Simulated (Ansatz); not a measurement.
Input file:

```yaml
crystal:
  periodic: [false, false, false]
  atoms:
    - {symbol: Si, position_ang: [-1.841871, 0.000000, 0.000000]}
    - {symbol: H, position_ang: [-2.336742, 1.399708, 0.000001]}
    - {symbol: H, position_ang: [-2.336742, -0.699854, 1.212183]}
    - {symbol: H, position_ang: [-2.336742, -0.699854, -1.212182]}
    - {symbol: H, position_ang: [-0.460871, 0.000000, 0.000000]}
    - {symbol: S, position_ang: [1.848129, 0.000000, 0.000000]}
basis:
  gaussian: {orbitals: cc-pVDZ}
magnetization: {spin_polarized: true, initial_magnetization: 2}
hamiltonian: {xc: {name: wB97M-V}}
output: {orbitals: {seedname: orbitals}}
```

```sh
$ ansatz run in.yaml --threads 1 --pin off --events-out ev --progress --plain --max-ram 2393MiB
```

(1) Roughly how long does this take on 1 thread of Arm Neoverse V2, shared host, and how much host memory?

```
  # Of w^i u^j: cxij and so on, Table III.
  gx(w, u) = 1 - cx + cx01*u + cx10*w
  gss(w, u) = css00 + css04*u^4 + css10*w + css20*w^2 + css43*w^4*u^3
  gos(w, u) = cos00 + cos10*w + (cos20 + cos21*u)*w^2 + (cos60 + cos61*u)*w^6
      + integral(e_c_pw_mod_opposite_spin*gos(b97_w_opposite, b97_u_opposite)) + vv10(b, c)
545 factors; integrals over basis functions are off by at most 1.3e-3 eV
194 factors; integrals over basis functions are off by at most 1.0e-5 eV
mean field evaluation 1: about -18773.0141 eV, gradient 4.5e0 eV
mean field evaluation 2: about -18773.2512 eV, gradient 1.3e0 eV
mean field evaluation 4: about -18773.3153 eV, gradient 4.0e-1 eV
mean field evaluation 8: about -18773.3190 eV, gradient 1.0e-2 eV
mean field evaluation 16: about -18773.3190 eV, gradient 5.3e-5 eV
mean field evaluation 32: about -18773.3190 eV, gradient 4.9e-5 eV
mean field evaluation 64: about -18773.2729 eV, gradient 5.7e-1 eV
mean field -18773.31895633 eV, -689.9067466325 hartree, gradient 7.4e-6 eV, S^2 2.002012; 3 other end points of the search recorded, 0 dependent functions left out
reference -18773.31899501 eV, -689.9067480540 hartree; 18, 16 occupied and 38, 40 virtual orbitals, 545 factors
Total energy: -18773.31899501 eV, -689.9067480540 hartree
```

Results:

(1) 2.8 min wall and 0.26 GiB.
